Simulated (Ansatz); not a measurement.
System: C2H2N (charge 0, doublet). It need not be the lowest isomer of its formula. SMILES: [CH2]C#N
Geometry: optimised at B3LYP-D3(BJ)/def2-TZVP (Ansatz, an electronic-structure program).

Computed values are from Ansatz. Cores are frozen in the correlated levels unless marked. Open shells are spin-unrestricted. No spin-orbit coupling. No relativistic terms. Basis-set limits of correlation are two-point, X^-3; Hartree-Fock from the larger set. [CCSD(T)-MP2]/basis is that difference in the basis named.

```json
{
  "atomisation energy De": "2130.5 kJ/mol at RI-MP2/CBS(aug-cc-pVTZ,aug-cc-pVQZ)+[CCSD(T)-MP2]/aug-cc-pVTZ",
  "total_energy": "-131.9264 Eh at RI-MP2/CBS(aug-cc-pVTZ,aug-cc-pVQZ)+[CCSD(T)-MP2]/aug-cc-pVTZ",
  "dipole_moment": "3.45 D at CCSD(T)/aug-cc-pVDZ",
  "T1 diagnostic": "0.035 at CCSD/aug-cc-pVTZ"
}
```

The UHF reference is spin-contaminated (<S^2> 0.18 over the pure value in the largest basis).
